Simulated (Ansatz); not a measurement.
**H₂S (singlet): the correlation ladder, cc-pV(Q+d)Z**

One table from this session's results is given with a row withheld; the runs are named, their logs left out.

Method: cc-pV(Q+d)Z, core rule «outside noble gas», up to 5 orbitals frozen; program: Ansatz 0.2.0, Gaussian basis.

The runs, in order: UHF; CCSD(T) on RHF; BCCD(T) on RHF; CISD; CCSDT(Q) on RHF; CASSCF and MRCISD+Q, 8 electrons in 6 orbitals; CASSCF and MRCISD+Q(relaxed), 8 electrons in 6 orbitals; CASSCF and NEVPT2, 8 electrons in 6 orbitals.

9 further runs of the same task are left out: 9 set aside as unsound or not needed.

### What is computed

The geometry is an MP2(full)/6-31G* stationary point (not a proven minimum).

3 atoms, charge 0, spin multiplicity 1.

Atoms are counted from 1 here; the program's logs count them from 0.

Bond lengths: S1–H2 1.339 Å, S1–H3 1.339 Å. Angles: H2–S1–H3 93.3°.

The first run:

File in.yaml:

```yaml
crystal:
  periodic: [false, false, false]
  atoms:
    - {symbol: S, position_ang: [0.000000, 0.000000, 0.054372]}
    - {symbol: H, position_ang: [0.000000, 0.974269, -0.864846]}
    - {symbol: H, position_ang: [0.000000, -0.974269, -0.864846]}
basis:
  gaussian: {orbitals: "cc-pV(Q+d)Z.json"}
magnetization: {spin_polarized: true, initial_magnetization: 0}
hamiltonian: {xc: hf}
output: {orbitals: {seedname: orbitals}}
```

Command:

```sh
$ ansatz run in.yaml --threads 1 --pin off --events-out ev --progress --plain --max-ram 3840MiB --backend cpu
```

Steps of the session up to this table: UHF; CCSD(T) on RHF; BCCD(T) on RHF; CISD; CCSDT(Q) on RHF; CASSCF and MRCISD+Q, 8 electrons in 6 orbitals; CASSCF and MRCISD+Q(relaxed), 8 electrons in 6 orbitals; CASSCF and NEVPT2, 8 electrons in 6 orbitals.

One of the session's tables, all rows but one given; the rest of the session is left out.

It belongs to the step «Misses and costs». 

| method | from RCCSDT(Q) (meV) |
| --- | --- |
| RHF | +6510.0 |
| RMP2 | +887.4 |
| CISD | +620.5 |
| RCCSD | +286.1 |
| RCCSD(T) | +30.5 |
| BCCD(T) | +29.9 |
| RCCSDT | ? |
| RCCSDT(Q) | 0 |
| CASSCF valence | +5570.9 |
| NEVPT2 valence | +1218.8 |
| MRCISD valence | +463.1 |
| MRCISD+Q valence | +74.9 |
| MRCISD+Q(relaxed) valence | +50.4 |

**Question.** Estimate the row for RCCSDT.

**Answer.** from RCCSDT(Q) (meV): +11.6. In the column «from RCCSDT(Q) (meV)» it lies between RCCSDT(Q) (0) and BCCD(T) (+29.9).

With the free atoms at the same levels and basis (separate runs), the atomisation energy is 7.881 eV at RCCSDT(Q), 7.878 eV at RCCSD(T), 5.622 eV at RHF.
